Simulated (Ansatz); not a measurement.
## How far each method lies from UCCSDT(Q) for Cl–AlH–Ga⁺, doublet

Geometry: that of the Cl–AlH–Ga, triplet, kept fixed.

```json
{"atom": "Cl", "x (Å)": "0.0000", "y (Å)": "-0.4541", "z (Å)": "2.3879"}
{"atom": "Al", "x (Å)": "0.0000", "y (Å)": "0.8977", "z (Å)": "0.7689"}
{"atom": "Ga", "x (Å)": "0.0000", "y (Å)": "-0.1522", "z (Å)": "-1.5257"}
{"atom": "H", "x (Å)": "0.0000", "y (Å)": "2.4672", "z (Å)": "0.9650"}
```

Basis cc-pVDZ; Ansatz 0.2.0. Correlated methods freeze the noble-gas cores and the filled d shells of p-block atoms, which leaves 13 electrons in 44 orbitals. R marks a restricted (for open shells ROHF) determinant, U an unrestricted one. Active spaces: frontier = (9e, 9o) about the gap. No spin–orbit coupling is included, and no scalar relativity.

Full CI isn't at hand for all of this; UCCSDT(Q) serves as the reference, and is uncertain by the last step of the cluster series or more. The frozen core follows each run's orbitals, which can shift R against U totals by a few meV for light atoms and by up to 0.1 eV past Ca.

```
UHF ⟨S²⟩                          : 0.774
T1 diagnostic (RCCSD)             : 0.0265
largest doubles amplitude (RCCSD) : 0.041
T1 diagnostic (UCCSD)             : 0.0194
```

| level | E − E(UHF) (eV) |
| --- | --- |
| UMP2 | -5.7133 |
| UCCSD | -6.6551 |
| UCCSD(T) | -6.8119 |

Problem. Estimate how far UCCSDT(Q) in cc-pVDZ lies from UCCSD(T). The table doesn't fix it; the size of (T) and the diagnostics are the guide.

Solution. UCCSDT(Q) in cc-pVDZ lies 3.8 kJ/mol below UCCSD(T), which is 25 % of the (T) step (-15.1 kJ/mol). The diagnostics give no warning, yet the rest is a sizeable part of (T).

The other levels:

```tsv
level	E − E(UCCSDT(Q)) (kJ/mol)	wall time
UCCSDT	1.3	–
```

Run but not shown, since their state, orbitals or frozen core can't be matched to the reference's or they repeat it: RHF, RMP2, CISD, RCCSD, RCCSD(T), BCCD(T), RCCSDT, RCCSDT(Q), CASSCF (frontier space), MRCISD (frontier space), MRCISD+Q (frontier space).
